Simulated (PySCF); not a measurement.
**Indirect couplings**

Bonds: C1-N2, N2-C3, N2-C4, C4-C5, C5-N6. C1 carries H7, H8, H9; C3 carries H10, H11, H12; C4 carries H13, H14; C5 carries H15; N6 carries H16.

Indirect spin–spin couplings were computed at B3LYP/pcJ-1 (spin–dipole term only in couplings to heteroatoms) (PySCF 2.14.0 with density-fitted response routines) on a GFN2-xTB structure, for the isolated molecule, without vibrational or relativistic corrections. Couplings are averaged over pairs made equivalent by symmetry, fast rotation or ring inversion, so a value needn't be that of the named pair in this geometry, while other rotamers aren't included; one pair stands for each set, and the list holds a selection of those of at least 0.8 Hz over up to four bonds.

Isotopes: $^{13}$C, $^{1}$H, $^{15}$N.

```csv
pair,bonds,J (Hz)
"C1, N2",1,-4.2
"C1, H7",1,138.0
"N2, C4",1,?
"C4, C5",1,55.1
"C4, H13",1,138.4
"C5, N6",1,-8.2
"C5, H15",1,160.9
"N6, H16",1,?
"N2, C5",2,-4.8
"N2, H7",2,-1.4
"C4, N6",2,?
"C4, H15",2,12.7
"C5, H13",2,-5.6
"C5, H16",2,?
"N6, H15",2,3.9
"H7, H8",2,-11.9
"C1, C5",3,?
"C1, H10",3,5.8
"C1, H13",3,5.1
"N2, N6",3,?
"C4, H7",3,5.3
"C4, H16",3,19.6
"N6, H13",3,?
"H13, H15",3,4.7
"H15, H16",3,17.5
"H13, H16",4,?
```

**Question.** Estimate the withheld couplings, with signs.

**Answer.** 
- $^{1}J$(N2,C4) = -4.8 Hz (bond length 1.454 Å)
- $^{1}J$(N6,H16) = -53.4 Hz (bond length 1.018 Å)
- $^{2}J$(C4,N6) = -13.4 Hz (angle at C5 121°)
- $^{2}J$(C5,H16) = -6.8 Hz (angle at N6 116°)
- $^{3}J$(C1,C5) = 3.5 Hz (mean over equivalent pairs that range from 0.2 to 6.8 Hz in this conformer)
- $^{3}J$(N2,N6) = 1.3 Hz (dihedral angle 140°)
- $^{3}J$(N6,H13) = -2.1 Hz (dihedral angle 15°)
- $^{4}J$(H13,H16) = -2.2 Hz (mean over equivalent pairs that range from -3.4 to -1.1 Hz in this conformer)
